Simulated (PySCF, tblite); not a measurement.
**Complex of Mg2+ and 2 × hydrogen chloride**

A gas-phase complex of Mg2+ and 2 × hydrogen chloride; charge +2, singlet. The structure comes from a short search (6 tight-binding starts) and was relaxed by PBE0-D3(BJ)/def2-SVPD; another way of binding may lie lower. Frequencies by PBE0-D3(BJ)/def2-SVPD show no clear imaginary mode.

Parts: 1 = Mg2+ ([Mg+2]), atoms 1, charge +2; 2 = hydrogen chloride (Cl), atoms 2–3; 3 = hydrogen chloride (Cl), atoms 4–5.

```xyz
5

Mg    0.619   -0.058   -0.699
Cl    0.527   -2.473   -0.667
H    -0.659   -2.745   -0.168
Cl    0.963    2.329   -0.840
H    -0.175    2.846   -0.433
```
(Å; atoms numbered from 1)

Contacts between parts, classed by geometry: Mg1···Cl4 2.416 Å (ion contact); Mg1···Cl2 2.417 Å (ion contact).

Interaction energies are complex less parts, with the parts frozen as they stand in it; counterpoise-corrected, in kcal/mol (PySCF).

Task: How strongly do the parts interact, level by level?

Result: 
| level | interaction | superposition error removed |
| --- | --- | --- |
| wB97M-D3(BJ)/def2-TZVPD | -105.74 | -0.20 |
| PBE0-D3(BJ)/def2-TZVPD | -107.83 | -0.21 |

Task: What holds them together? Decompose the wB97M-D3(BJ)/def2-TZVPD energy: frozen parts, their antisymmetrised product, then relaxation.

Result: electrostatic -37.6, Pauli repulsion +25.5, orbital relaxation -92.2, dispersion correction -1.6 kcal/mol, which sum to the value before the counterpoise correction; the Pauli term holds the exchange-correlation of the frozen density too. Of the attraction, 70 % is orbital relaxation, 29 % is electrostatic, 1 % is dispersion correction.

Task: Are the pair energies additive?

Result: The pairs sum to -115.84 kcal/mol (1–2 -57.9, 1–3 -57.9, 2–3 0.0); the rest of +10.10 is a many-body weakening.

The parts were also relaxed and run alone, at the levels used for the complex: shieldings by PBE0/pcSseg-2.

Task: How do these values change when the complex forms?

Result: 
```csv
property,alone,in the complex,change
shielding of Mg1 (ppm),695.0,585.8,-109.1
shielding of Cl4 (ppm),938.5,911.6,-27.0
shielding of Cl2 (ppm),938.5,911.5,-27.0
```

Multiply charged ions in the gas phase bind far more strongly than in solution.

The 5 runs behind this took 120 s in all, one thread each of Arm Neoverse V2 on a shared host, launched as `OMP_NUM_THREADS=1 python cluster_run.py task.json out`.
